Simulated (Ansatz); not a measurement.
```yaml
crystal:
  periodic: [false, false, false]
  atoms:
    - {symbol: Al, position_ang: [-0.988675, -0.937358, -0.008740]}
    - {symbol: Si, position_ang: [-0.606793, 1.413497, 0.016706]}
    - {symbol: S, position_ang: [1.289520, -0.460252, -0.007276]}
    - {symbol: H, position_ang: [2.350928, 0.347818, -0.000093]}
basis:
  gaussian: {orbitals: def2-TZVP}
magnetization: {spin_polarized: true, initial_magnetization: 2}
hamiltonian: {xc: pbe0}
relax: {f_tol: 0.004, max_steps: 80}
```

```sh
$ ansatz run in.yaml --threads 1 --pin off --events-out ev --progress --plain --max-ram 2176MiB
```

Steps of the relaxation (energy above the last step; positions in Å, forces in eV/Å):

```
4
step 1, 516.8 meV
Al   -0.989   -0.937   -0.009   -0.649   -0.584   -0.005
Si   -0.607    1.413    0.017    0.847   -0.061   -0.002
S     1.290   -0.460   -0.007   -0.274    0.162    0.002
H     2.351    0.348    0.000    0.076    0.483    0.005
```

```
4
step 2, 306.2 meV
Al   -1.041   -0.984   -0.009   -0.658   -0.117    0.000
Si   -0.417    1.369    0.016    0.366   -0.350   -0.005
S     1.261   -0.473   -0.007    0.379    0.390    0.004
H     2.243    0.452    0.001   -0.087    0.077    0.001
```

```
4
step 3, 207.8 meV
Al   -1.194   -0.996   -0.009   -0.053    0.046    0.001
Si   -0.374    1.301    0.015    0.470   -0.516   -0.007
S     1.333   -0.451   -0.007   -0.315    0.480    0.006
H     2.280    0.510    0.002   -0.102   -0.010    0.000
```

```
4
step 4, 138.1 meV
Al   -1.350   -1.025   -0.009   -0.095    0.272    0.003
Si   -0.223    1.178    0.013   -0.592   -0.095    0.000
S     1.346   -0.388   -0.007    0.647    0.086    0.000
H     2.272    0.598    0.003    0.041   -0.262   -0.003
```

```
4
step 10, 0.7 meV
Al   -1.935   -0.938   -0.007    0.051    0.050    0.000
Si   -0.179    0.806    0.009   -0.005   -0.064   -0.001
S     1.685   -0.298   -0.006    0.005    0.055    0.001
H     2.473    0.794    0.005   -0.050   -0.040    0.000
```

```
4
step 11, 0.0 meV
Al   -1.927   -0.931   -0.007   -0.003   -0.002    0.000
Si   -0.177    0.800    0.009    0.001    0.007    0.000
S     1.685   -0.300   -0.006    0.014    0.003    0.000
H     2.465    0.795    0.005   -0.012   -0.007    0.000
```

```
4
step 12, 0.0 meV
Al   -1.929   -0.931   -0.007    0.000    0.001    0.000
Si   -0.176    0.799    0.009   -0.002   -0.001    0.000
S     1.686   -0.301   -0.006    0.002    0.003    0.000
H     2.463    0.796    0.005    0.000   -0.003    0.000
```

Close pairs at the end: S3–H4 1.345 Å, Si2–S3 2.163 Å, Al1–Si2 2.463 Å.

A stationary point of unrestricted PBE0 after 12 steps, with ⟨S²⟩ = 2.022 against 2.00 for a pure state; no frequencies were run, so it isn't proven a minimum. 2.4 min on 1 thread of Arm Neoverse N1, shared host.
